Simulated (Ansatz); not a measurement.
This Ansatz (an electronic-structure program) input (PBE0/cc-pVDZ) gives -337.25735 Eh with 56 basis functions.

Ansatz 0.2 input:
```yaml
crystal:
  periodic: [false, false, false]
  atoms:
    - {symbol: C, position_ang: [0.00171763, -0.00263817, 0.32505308]}
    - {symbol: F, position_ang: [-0.01708335, 1.26042782, -0.06192073]}
    - {symbol: F, position_ang: [1.09904525, -0.61482395, -0.08303830]}
    - {symbol: F, position_ang: [-1.08310698, -0.64384509, -0.07174301]}
basis:
  gaussian:
    orbitals: cc-pVDZ
hamiltonian:
  xc: {name: PBE0}
magnetization: {spin_polarized: true, initial_magnetization: 1}
```

Change:
```diff
- orbitals: cc-pVDZ
+ orbitals: STO-3G
```

Question: What does the run give now?

Answer: -332.47909 Eh (PBE0/STO-3G, 20 functions), a change of +4778.26 mEh.
